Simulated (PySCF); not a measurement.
Isomers of C5H11N, from PBE0-D3(BJ)/def2-SVP geometry optimisation, gas phase (PySCF 2.14.0). One conformer each, no zero-point energy, no frequencies.

Question: Which is lower in electronic energy at this level?
A. `[CH2:1]=[CH:2][CH2:3][NH:4][CH2:5][CH3:6]` with C1–C2–C3–N4 -118°, C2–C3–N4–C5 -71°, C3–N4–C5–C6 -176°: A = 10733, B = 1486, C = 1431 MHz, dipole 0.72 D
B. tert-butylazomethine, `C=NC(C)(C)C`: A = 4456, B = 2886, C = 2836 MHz, dipole 1.38 D

Answer: B. That is `C=NC(C)(C)C` (tert-butylazomethine), 8.9 kcal/mol below the other.

```json
{"SMILES": "C=NC(C)(C)C", "mapped SMILES": "[CH2:1]=[N:2][C:3]([CH3:4])([CH3:5])[CH3:6]", "E (Eh)": "-251.40587", "relative (kcal/mol)": "0.0", "relative (kJ/mol)": "0.0", "dipole (D)": "1.38"}
{"SMILES": "C=CCNCC", "mapped SMILES": "[CH2:1]=[CH:2][CH2:3][NH:4][CH2:5][CH3:6]", "E (Eh)": "-251.39169", "relative (kcal/mol)": "8.9", "relative (kJ/mol)": "37.2", "dipole (D)": "0.72"}
```

As drawn, the lower has a C=N bond, which the higher lacks; the higher has an N–H bond and a C=C bond outside aromatic rings, which the lower lacks.
